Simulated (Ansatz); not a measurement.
How far each method lies from full CI for PH$_{2}$⁺, singlet

Geometry: a point of a stretch scan, not a stationary point.

```xyz
3

P     0.0000   -0.0577    0.0032
H     0.0000    0.9377   -1.0223
H     0.0000    0.8345    0.9225
```

Basis cc-pVDZ; Ansatz 0.2.0. Correlated methods freeze the noble-gas cores, which leaves 6 electrons in 23 orbitals. R marks a restricted (for open shells ROHF) determinant, U an unrestricted one. Active spaces: pair = (2e, 2o) about the gap; valence = (6e, 6o) chosen from the atoms' valence shells.

Full CI is exact within this basis and frozen core; it isn't the basis-set limit. The frozen core follows each run's orbitals, which can shift R against U totals by a few meV.

```
UHF ⟨S²⟩                          : 0.405
T1 diagnostic (RCCSD)             : 0.0117
largest doubles amplitude (RCCSD) : 0.104
```

| level | E − E(RHF) (eV) |
| --- | --- |
| RMP2 | -2.6111 |
| RCCSD | -3.3981 |
| RCCSD(T) | -3.4614 |

Problem. Estimate how far full CI in cc-pVDZ lies from RCCSD(T). The table doesn't fix it; the size of (T) and the diagnostics are the guide.

Solution. Full CI in cc-pVDZ lies 19 meV below RCCSD(T), which is 30 % of the (T) step (-63 meV). RHF is unstable towards spin polarisation, and the rest is a large part of (T).

The other levels:

```
                     level  E − E(full CI) (meV)  share of correlation (%)  wall time
                      CISD                   215                     93.81      0.3 s
                   BCCD(T)                    19                     99.45     0.18 s
                    RCCSDT                     4                     99.89          –
                 RCCSDT(Q)                     1                     99.98     0.48 s
                   RCCSDTQ                     0                    100.00      3.1 s
       CASSCF (pair space)                  2881                     17.24          –
       NEVPT2 (pair space)                   763                     78.06     0.21 s
    CASSCF (valence space)                  2040                     41.38          –
    NEVPT2 (valence space)                   595                     82.91      0.3 s
NEVPT4(SD) (valence space)                    87                     97.50     0.54 s
    MRCISD (valence space)                    76                     97.81          –
  MRCISD+Q (valence space)                     3                     99.90     0.57 s
```

The correlation energy at full CI, counted from RHF, is -3.480 eV. That run took 3.5 s on 1 thread of Arm Neoverse V2, shared host over 1,573,121 determinants.

Run but not shown, since their state, orbitals or frozen core can't be matched to the reference's or they repeat it: UHF.

Times hold each run's SCF and search for its determinant on a shared host, so for small cases they say little of a method's own cost; they ran on 1 thread of Arm Neoverse V2. Some runs computed forces too.

The full-CI state has the irrep A' of Cs, in the program's axes.

Natural occupations of full CI about the gap: 1.966 1.950 1.903 0.065 0.038 0.019 0.013 0.009 0.009 0.007; effectively unpaired electrons, Σ n²(2−n)², 0.07.
